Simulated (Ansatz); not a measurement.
The input, for Ansatz 0.2.0:

```yaml
crystal:
  periodic: [false, false, false]
  atoms:
    - {symbol: P, position_ang: [-0.016955, -0.100698, 1.543593]}
    - {symbol: N, position_ang: [-0.017788, 0.038834, -0.097377]}
    - {symbol: Si, position_ang: [0.030176, 0.046011, -1.720591]}
    - {symbol: H, position_ang: [-0.072601, 1.272722, 1.861921]}
basis:
  gaussian: {orbitals: cc-pVDZ}
magnetization: {spin_polarized: false, initial_magnetization: 1}
correlation: {active_space: {ras: {orbitals: [7, 1, 36], electrons: 15, max_holes: 2, max_particles: 2}, fixed_orbitals: true}}
accuracy: high
```

```sh
$ ansatz run in.yaml --threads 1 --pin off --events-out ev --progress --plain --max-ram 2393MiB
```

Log:

```
1160 factors; integrals over basis functions are off by at most 3.6e-9 eV
mean field evaluation 1: about -18627.7154 eV, gradient 3.2e1 eV
mean field evaluation 2: about -18627.7599 eV, gradient 3.2e1 eV
mean field evaluation 4: about -18630.4234 eV, gradient 3.3e0 eV
mean field evaluation 8: about -18630.5045 eV, gradient 3.7e-1 eV
mean field evaluation 16: about -18630.5066 eV, gradient 5.4e-7 eV
mean field evaluation 32: about -18628.2733 eV, gradient 6.6e-1 eV
mean field -18630.50664929 eV, -684.6584911506 hartree, gradient 2.3e-8 eV, S^2 0.750000; 2 other end points of the search recorded, 0 dependent functions left out
reference -18630.50664929 eV, -684.6584911506 hartree; 19, 18 occupied and 36, 37 virtual orbitals, 1160 factors
state -18639.56450744 eV, -684.9913612977 hartree
Total energy: -18639.56450744 eV, -684.9913612977 hartree
```

Ran on 1 thread of Arm Neoverse V1, shared host: 12 s wall, 0.18 GiB peak host memory.
